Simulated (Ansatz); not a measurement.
Reaction: C2H4 (SMILES C=C) → C2H3 (SMILES C=[CH], doublet) + H (doublet) (the C-H bond breaks)
Each species at its own B3LYP-D3(BJ)/def2-TZVP minimum (Ansatz, a first-principles code).

Total energies in hartree (Ansatz). Open shells are spin-unrestricted; no spin-orbit coupling. Correlated methods leave the cores frozen. No relativity. For partners of very few electrons the exact lower level stands in for a higher one. The UHF reference of C2H3 ([CH]=C, doublet) is spin-contaminated (<S^2> up to 0.19 over the pure value in the sets run).

| species | HF/cc-pVTZ | CCSD(T)/cc-pVTZ | HF/cc-pVQZ | CCSD(T)/cc-pVQZ | CCSDT(Q)/cc-pVTZ |
|---|---|---|---|---|---|
| 1: C2H4 (SMILES C=C) | -78.06404 | -78.43863 | -78.06933 | -78.46163 | -78.43977 |
| 2: C2H3 (SMILES C=[CH], doublet) | -77.41972 | -77.75200 | -77.42479 | -77.77372 | -77.75387 |
| 3: H (doublet) | -0.49981 | -0.49981 | -0.49995 | -0.49995 | -0.49981 |

Q: Work out the bond dissociation energy (electronic) in kJ/mol: take Hartree-Fock from cc-pVQZ, extrapolate the CCSD(T) correlation energy as X^-3 (X = 3, 4), and add CCSDT(Q) - CCSD(T) in cc-pVTZ. 1 hartree = 2625.5 kJ/mol.

A: 
Species 1: correlation (64·(-0.39230) - 27·(-0.37459))/37 = -0.40522; step -0.00114; E1 = -78.06933 + (-0.40522) + (-0.00114) = -78.47569
Species 2: correlation (64·(-0.34893) - 27·(-0.33228))/37 = -0.36108; step -0.00187; E2 = -77.42479 + (-0.36108) + (-0.00187) = -77.78774
Species 3: correlation (64·(0.00000) - 27·(0.00000))/37 = 0.00000; step +0.00000; E3 = -0.49995 + (0.00000) + (+0.00000) = -0.49995
-1·E1 +1·E2 +1·E3 = 0.18800 hartree = 493.6 kJ/mol.
